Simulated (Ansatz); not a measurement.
# CH₃OSi−: functionals against CCSD(T) at one geometry

One table from this session's results is given with a row withheld; the runs are named, their logs left out.

Method: single points in def2-TZVPPD; program: Ansatz 0.2.0, Gaussian basis.

Cores are frozen in the correlated methods. B3LYP uses VWN-RPA correlation.

### The starting structure

SMILES `[CH-]1O[SiH2]1`, 6 atoms, charge -1, spin multiplicity 1.

Atoms are counted from 1 here; the program's logs count them from 0.

Bond lengths: C1–O2 1.428 Å, C1–Si3 1.826 Å, C1–H4 0.996 Å, O2–Si3 1.626 Å, Si3–H5 1.600 Å, Si3–H6 1.609 Å. Angles: O2–C1–Si3 58.5°, O2–C1–H4 124.8°, Si3–C1–H4 116.2°, C1–O2–Si3 73.1°, C1–Si3–O2 48.4°, C1–Si3–H5 126.5°, C1–Si3–H6 124.7°, O2–Si3–H5 111.8°, O2–Si3–H6 115.1°, H5–Si3–H6 108.9°.

Geometry (Å):

```
C    -1.0739   -0.8029    0.0014
O     0.3069   -1.1654    0.0312
Si    0.2349    0.4434    0.2589
H    -1.6176   -0.7036   -0.8266
H     1.0266    1.2403   -0.8810
H     0.7422    0.9531    1.6979
```

Set-up of the first run:

Contents of run/in.yaml:

```yaml
crystal:
  periodic: [false, false, false]
  atoms:
    - {symbol: C, position_ang: [-1.073900, -0.802900, 0.001400]}
    - {symbol: O, position_ang: [0.306900, -1.165400, 0.031200]}
    - {symbol: Si, position_ang: [0.234900, 0.443400, 0.258900]}
    - {symbol: H, position_ang: [-1.617600, -0.703600, -0.826600]}
    - {symbol: H, position_ang: [1.026600, 1.240300, -0.881000]}
    - {symbol: H, position_ang: [0.742200, 0.953100, 1.697900]}
basis:
  gaussian: {orbitals: "def2-TZVPPD.json"}
total_charge: -1
correlation: {method: ccsd_t}
output: {forces: true}
```

The basis file named in the input lies beside it (Basis Set Exchange, JSON).

The command line of these runs was not kept.

Among the steps run: CCSD(T)/def2-TZVPPD; PBE0-D4/def2-TZVPPD; wB97M-V/def2-TZVPPD; r2SCAN-D4/def2-TZVPPD; PBE-D4/def2-TZVPPD; CAM-B3LYP-D4/def2-TZVPPD; B3LYP-D4/def2-TZVPPD.

One of the session's tables, all rows but one given; the rest of the session is left out.

```
      method  RMS force component (eV/Å)  angle to CCSD(T) forces (°)
     CCSD(T)                       2.192                    reference
     PBE0-D4                       2.090                          7.0
     wB97M-V                       2.078                          4.4
   r2SCAN-D4                       2.151                          4.3
      PBE-D4                           ?                            ?
CAM-B3LYP-D4                       2.034                          6.5
    B3LYP-D4                       2.088                          2.9
```

**Question.** Estimate the row for PBE-D4.

**Answer.** RMS force component (eV/Å): 2.220; angle to CCSD(T) forces (°): 5.2. In the column «RMS force component (eV/Å)» it is the highest.

Limits of these values: The anion's highest level is positive in at least one run, so there the basis alone may hold the extra electron.
